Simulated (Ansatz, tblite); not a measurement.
Cost and result up the ladder for MgMeF (CH3FMg) (6 atoms). Charge 0, multiplicity 1. Geometry: PBE-D4/def2-TZVP.

```xyz
6

Mg    0.459   -0.551   -1.073
C    -0.281    0.337    0.657
H    -1.176   -0.188    1.024
H    -0.560    1.387    0.479
H     0.467    0.323    1.465
F     1.091   -1.309   -2.552
```

Ansatz on 4 threads of Arm Neoverse V1 on a shared host; xTB runs through tblite on one thread. Times are rough, summed over both states, and most runs start from the orbitals of an earlier one. CCSD(T)/def2-TZVPP serves as the yardstick here, not as an exact answer. The other state is a doublet.

The xTB rows come from tblite. Correlated methods freeze 3 core orbitals; core or outer-core shells of Mg are correlated, in sets that lack core-valence functions.

Correlated methods converge slowly with the basis.

Raw xTB energies of ions are shifted by several eV.

| level | functions | wall time |
| --- | --- | --- |
| GFN1-xTB | 18 | 0.005 s |
| GFN2-xTB | 20 | 0.006 s |
| PBE-D4/def2-TZVP | 112 | 2 s |
| PBE0-D4/def2-TZVP (with forces) | 112 | 2.2 s |
| r2SCAN-D4/def2-TZVP | 112 | 3.4 s |
| CCSD(T)/def2-TZVPP | 136 | 48 s |

Task: Estimate what each level gives for the vertical IE (eV).

Result: 
| level | vertical IE (eV) | difference from CCSD(T)/def2-TZVPP (eV) |
| --- | --- | --- |
| GFN1-xTB | 15.76 | 5.81 |
| GFN2-xTB | 14.65 | 4.70 |
| PBE-D4/def2-TZVP | 9.88 | -0.06 |
| PBE0-D4/def2-TZVP (with forces) | 9.96 | 0.01 |
| r2SCAN-D4/def2-TZVP | 9.76 | -0.18 |
| CCSD(T)/def2-TZVPP | 9.95 | 0.00 |
